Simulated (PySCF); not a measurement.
B(NH2Me)H3 (SMILES [H]B([H])([H])<-NC)

Geometry (Å), atoms numbered from 1 in this order:
```xyz
11

B    -0.2470   -0.3993   -1.2711
N    -0.2472   -0.4164    0.3765
C     0.4355    0.7165    0.9888
H     0.1913   -1.2907    0.6480
H    -1.2226   -0.4427    0.6563
H     0.4078    0.6757    2.0810
H     1.4707    0.7258    0.6535
H    -0.0368    1.6356    0.6487
H     0.8970   -0.4189   -1.6020
H    -0.8106    0.6002   -1.5913
H    -0.8381   -1.3859   -1.5884
```

Theory: PySCF 2.14.0, GIAO OPBE/def2-SVP magnetisability, rotational g tensor and spin-rotation constants, non-relativistic, gas phase. Geometry: GFN2-xTB.

**Question.** What are the magnetisability and the molar susceptibility?

**Answer.** Isotropic -634 × 10⁻³⁰ J/T², or -38.2 × 10⁻⁶ cm³/mol; principal values -713, -612, -577 × 10⁻³⁰ J/T², anisotropy 123 × 10⁻³⁰ J/T² (root of half the summed squared differences of the principal values). The susceptibility is in cgs units.

**Question.** Split it along the inertial axes a, b, c into diamagnetic and paramagnetic parts about the centre of mass, with the quadrupole moment.

**Answer.** 
| axis | χ (10⁻⁶ cm³/mol) | diamagnetic (10⁻⁶ cm³/mol) | paramagnetic (10⁻⁶ cm³/mol) | summed x² of all electrons (Å²) | quadrupole Θ (D Å) |
| --- | --- | --- | --- | --- | --- |
| a | -42.8 | -98.6 | 55.8 | 40.8 | -6.76 |
| b | -37.0 | -212.7 | 175.7 | 13.9 | +3.94 |
| c | -34.7 | -231.8 | 197.1 | 9.4 | +2.82 |

Anisotropies 2χaa − χbb − χcc = -13.8 and 2χbb − χaa − χcc = +3.5 × 10⁻⁶ cm³/mol. Θ is traceless in Buckingham's convention.

**Question.** And the rotational g tensor?

**Answer.** 
| axis | rotational constant (GHz) | g | nuclear part | electronic part |
| --- | --- | --- | --- | --- |
| a | 28.6896 | +0.0722 | 0.8246 | -0.7525 |
| b | 8.3457 | -0.0262 | 0.6627 | -0.6890 |
| c | 7.3970 | -0.0289 | 0.6560 | -0.6849 |

Asymmetric top; isotopes 11B, 12C, 1H, 14N; no vibrational averaging.
